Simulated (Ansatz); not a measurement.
System: bcc Mo. Method: PBEsol (plane waves, PAW; Ansatz, an electronic-structure program).

A relaxed, unreconstructed slab of the (210) face has 20 atoms, two equal faces of 21.904 Å² each and an energy of -97939.9320 eV. A bulk cell of 10 atoms with the same orientation and in-plane k mesh has -48974.7042 eV. Energies are extrapolated to zero smearing.

Run with plane-wave cutoff 500 eV, 18×8×1 k mesh (along the axes of the cell as run), Fermi–Dirac smearing 0.1 eV, scalar-relativistic PAW data made under PBE.

Worked out: γ = (E_slab − N E_bulk per atom)/2A = [-97939.9320 − 20 × (-48974.7042/10)]/(2 × 21.904) = 0.2163 eV/Å². With 16.022 J/m² per eV/Å² this is 3.47 J/m², or 4.74 eV per surface cell and face.
